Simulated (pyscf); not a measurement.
Structures and frequencies: ωB97X-D3(BJ)/def2-SVP in PySCF.

**Question.** Estimate the classical barrier height and the reaction energy of H₂As–GaH–AsH₂ (SMILES [AsH2][GaH][AsH2]) + H₂O (SMILES O) -> HO–Ga(AsH₂)–AsH₂ (SMILES [OH][Ga]([AsH2])[AsH2]) + H₂ (SMILES [H][H]) at ωB97M-D3(BJ)/def2-TZVP. The step runs on the singlet surface, breaks Ga–H, H–O and forms Ga–O, H–H; take the separated reactants as zero.

**Answer.** ΔE‡ = 0.54 eV, ΔE = -0.49 eV. Zero-point energy shifts the barrier by -0.02 eV. It is a four-centre exchange, with an imaginary mode of 1313i cm⁻¹. On the reactant side the descent ends in an adduct with a Ga–O contact, 0.64 eV under the separated species and 1.13 eV under the saddle at ωB97X-D3(BJ)/def2-TZVP. What is counted as formed (Ga–O) is already present as a longer contact in the reactant adduct; forming that adduct is a step of its own. At the saddle there is also a short Ga–H contact that neither side keeps. This is the saddle that the search found; another between the same sides may lie lower. Elements up to Kr have no core potential and no relativistic terms here.
